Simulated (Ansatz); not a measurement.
This geometry of C3H7FO (12 atoms, charge 0, multiplicity 1) is a first-order saddle point.

Computed with RKS B3LYP-D4/6-31G* (Ansatz 0.2.0).

```xyz
12
Properties=species:S:1:pos:R:3
O -1.184 -1.061 1.567
C -0.844 -0.535 0.286
C 0.551 0.087 0.330
C 1.007 0.590 -1.026
F 0.113 1.559 -1.492
H -1.999 -0.636 1.864
H -1.565 0.219 -0.050
H -0.861 -1.351 -0.452
H 1.267 -0.663 0.692
H 0.558 0.912 1.052
H 1.033 -0.222 -1.765
H 2.002 1.046 -0.971
```

**Question.** Which two structures does it join? (They come from a converged band through this point; their orientation in space is the band's.)

**Answer.** No bond is made or broken. The dihedral H6–O1–C2–H7 goes from 55 to -56°.

First end point:

```xyz
12
Properties=species:S:1:pos:R:3
O -1.159 -0.831 1.668
C -0.860 -0.419 0.339
C 0.567 0.113 0.333
C 1.020 0.551 -1.047
F 0.175 1.553 -1.528
H -2.092 -1.092 1.695
H -1.543 0.371 -0.005
H -0.944 -1.261 -0.370
H 1.245 -0.668 0.699
H 0.637 0.956 1.031
H 0.992 -0.282 -1.762
H 2.040 0.953 -1.020
```

Last end point:

```xyz
12
Properties=species:S:1:pos:R:3
O -1.344 -1.098 1.473
C -0.903 -0.563 0.231
C 0.492 0.057 0.322
C 0.991 0.579 -1.014
F 0.124 1.567 -1.485
H -1.477 -0.354 2.080
H -1.612 0.177 -0.166
H -0.891 -1.409 -0.465
H 1.198 -0.693 0.701
H 0.482 0.885 1.044
H 1.027 -0.222 -1.765
H 1.991 1.019 -0.924
```

**Question.** How far does it lie above each of them?

**Answer.** 0.038 eV above the first and 0.046 eV above the second. This is the barrier of this one path; another mechanism may lie lower.

Run time: 110 s on 1 thread of Intel(R) Xeon(R) Platinum 8488C (Sapphire Rapids) (shared host), peak memory 0.2 GiB.
